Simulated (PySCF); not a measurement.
Core-level binding energies of `C#CCC#P`

Species: C₄H₃P.
Numbering: `[CH:1]#[C:2][CH2:3][C:4]#[P:5]`

Level of theory: delta-SCF UKS SCAN, pcX-2 on the ionised atom, pcseg-1 elsewhere, spin-free X2C in PySCF 2.14.0. These are vertical core ionisation energies against the vacuum level, from separate self-consistent calculations with and without the core hole.

Task: What binding energy does each computed site have?

Result: 
| atom(s) | bonded to | level | binding energy (eV) | 2p1/2 (eV) | above the level's lowest (eV) | count |
| --- | --- | --- | --- | --- | --- | --- |
| P5 | C (triple bond) | P 1s | 2149.93 | – | 0.00 | 1 |
| C3 | 2 C and 2 H | C 1s | 292.42 | – | +2.08 | 1 |
| C2 | C (triple bond) and C | C 1s | 290.89 | – | +0.55 | 1 |
| C1 | C (triple bond) and H | C 1s | 290.34 | – | 0.00 | 1 |
| P5 | C (triple bond) | P 2p3/2 | 136.44 | 137.33 | 0.00 | 1 |

Lowest listed C 1s: C1, bonded to C (triple bond) and H. Highest, 2.08 eV above it: C3, bonded to 2 C and 2 H. The widest gap between neighbouring values is 1.53 eV, between 290.89 and 292.42 eV. Summing the Pauling electronegativity differences to the bonded atoms, each weighted by its formal bond order, gives -0.35 for the lowest site and -0.70 for the highest; the largest sum, 0.00, belongs to C2, 1.53 eV below the top. The smallest sum, -0.70, belongs to C3, 2.08 eV above the lowest.

Task: Give the binding energy of P 2p3/2 of P5 in hartree and in kJ/mol.

Result: 136.44 eV = 5.0141 Eh = 13164 kJ/mol.

The list is incomplete; no value stands for C 1s of C4 (hole states with ⟨S²⟩ of 1 or more are left out). The unrestricted hole states depart most from a pure doublet (⟨S²⟩ = 0.75; over 0.85 named) for C 1s of C2 (0.86), which makes this value less certain. For 2p shells one spin-free hole was relaxed; a mean-field spin–orbit operator and the ground-state splitting of the three 2p orbitals were then diagonalised within the shell. The shell's mean is (2 × 2p3/2 + 2p1/2)/3, and the degeneracies 2j + 1 give areas of 2:1. 2p1/2 minus 2p3/2 (ligand field included): P 0.89 eV. Geometry: GFN2-xTB; no solvent, vibrations or thermal averaging.
